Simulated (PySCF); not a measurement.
**Where the electron goes**

Compound: thiophen-2-ol, C4H4OS.
Geometry (GFN2-xTB, Å), atoms numbered from 1 in this order:
```xyz
10
C4H4OS angstrom
O      2.3226    0.0567   -0.3698
C      0.9952    0.0984   -0.1373
C      0.1159   -0.9244   -0.3030
C     -1.2089   -0.5527    0.0294
C     -1.3208    0.7313    0.4394
S      0.2039    1.5414    0.4335
H      2.7295    0.9086   -0.1769
H      0.4075   -1.8982   -0.6479
H     -2.0433   -1.2273   -0.0378
H     -2.1929    1.2708    0.7479
```

Computed, not measured: PySCF 2.14.0, density-fitted response routines, TDDFT wB97X-D/def2-SVPD, vertical, gas phase, core orbitals frozen in the response.

Kohn–Sham orbitals with the atoms that hold most of them (Löwdin shares over 4%, at most four atoms; ? is withheld):

```json
{"orbital": "HOMO-3", "ε (eV)": "-12.08", "atoms": "O1 29%, C5 19%, S6 17%, C4 15%"}
{"orbital": "HOMO-2", "ε (eV)": "-11.81", "atoms": "S6 54%, C2 13%, C3 9%, O1 8%"}
{"orbital": "HOMO-1", "ε (eV)": "-9.19", "atoms": "?"}
{"orbital": "HOMO", "ε (eV)": "?", "atoms": "C5 25%, C2 20%, O1 16%, C3 16%"}
{"orbital": "LUMO", "ε (eV)": "1.35", "atoms": "?"}
{"orbital": "LUMO+1", "ε (eV)": "1.50", "atoms": "S6 23%, C5 20%, C2 19%, C4 16%"}
{"orbital": "LUMO+2", "ε (eV)": "2.21", "atoms": "S6 66%, C2 6%, H10 5%, C5 5%"}
```

Q: Which atoms hold the LUMO, and with what shares?

A: S6 (bonded to 2 C) 54%; O1 (bonded to C and H) 16%; H7 (bonded to O) 14%; C2 (bonded to C, O and S) 6%.

Q: Give the leading atoms of the HOMO-1.

A: S6 (bonded to 2 C) 45%; C3 (bonded to 2 C and H) 18%; C4 (bonded to 2 C and H) 17%; C2 (bonded to C, O and S) 9%. By element: sulfur 45%, carbon 44% or more.

Q: What is the HOMO energy, and the HOMO–LUMO gap?

A: ε(HOMO) = -8.06 eV; the gap is 9.42 eV (0.3460 hartree).

Q: How does S1 compare with the orbital gap of 9.42 eV?

A: S1 is at 4.97 eV (f = 0.0002), 4.44 eV below the gap, made of HOMO→LUMO (88%). 

Q: Give energy, strength and leading configuration of S1, S2, S3 and S4, and follow the Löwdin shares of the leading atoms from the occupied to the empty orbital.

A: 
- S1 (4.97 eV, f 0.0002), HOMO→LUMO (88%): C5 25% → at most 7%, C2 20% → 6%, S6 at most 17% → 54%, O1 16% → 16%
- S2 (5.43 eV, f 0.100), HOMO→LUMO+1 (96%): C5 25% → 20%, C2 20% → 19%, S6 at most 17% → 23%
- S3 (5.88 eV, f 0.0002), HOMO-1→LUMO (80%): S6 45% → 54%, C3 18% → at most 7%, O1 at most 9% → 16%
- S4 (6.16 eV, f 0.058), HOMO-1→LUMO+1 (76%): S6 45% → 23%, C3 18% → at most 17%, C5 at most 9% → 20%

On Arm Neoverse V1, one thread, on a shared host, this took 18 s wall.

One conformer stands for the species.
